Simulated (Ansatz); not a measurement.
# Al₂+ (quartet): from Hartree-Fock to the top rungs, def2-QZVPP

The task here is to estimate one member of a computed series from the others.

Method: def2-QZVPP, core rule «outside noble gas», up to 10 orbitals frozen; program: Ansatz 0.2.0, Gaussian basis.

To be run: UHF; ROHF; CCSD(T) on UHF.

### The geometry

The geometry is a PBE0/def2-TZVP stationary point (not a proven minimum).

2 atoms, charge 1, spin multiplicity 4.

Atoms are counted from 1 here; the program's logs count them from 0.

Bond lengths: Al1–Al2 2.509 Å.

The first run:

in.yaml reads:

```yaml
crystal:
  periodic: [false, false, false]
  atoms:
    - {symbol: Al, position_ang: [0.000000, 0.000000, 0.000000]}
    - {symbol: Al, position_ang: [0.000000, 0.000000, 2.508600]}
basis:
  gaussian: {orbitals: "def2-QZVPP.json"}
total_charge: 1
magnetization: {spin_polarized: true, initial_magnetization: 3}
hamiltonian: {xc: hf}
output: {orbitals: {seedname: orbitals}}
```

On the command line:

```console
ansatz run in.yaml --threads 1 --pin off --events-out ev --progress --plain --max-ram 2393MiB
```

Among the steps run: UHF; ROHF; CCSD(T) on UHF.

One of the session's tables, all rows but one given; the rest of the session is left out.

It belongs to the step «Misses and costs». 

```
  method  from UCCSD(T) (meV)
    ROHF              +2282.3
     UHF                    ?
    UMP2               +571.1
   UCCSD               +115.9
UCCSD(T)                    0
```

Estimate the missing values for UHF.

**Answer.** from UCCSD(T) (meV): +2227.3. In the column «from UCCSD(T) (meV)» it lies between UMP2 (+571.1) and ROHF (+2282.3).
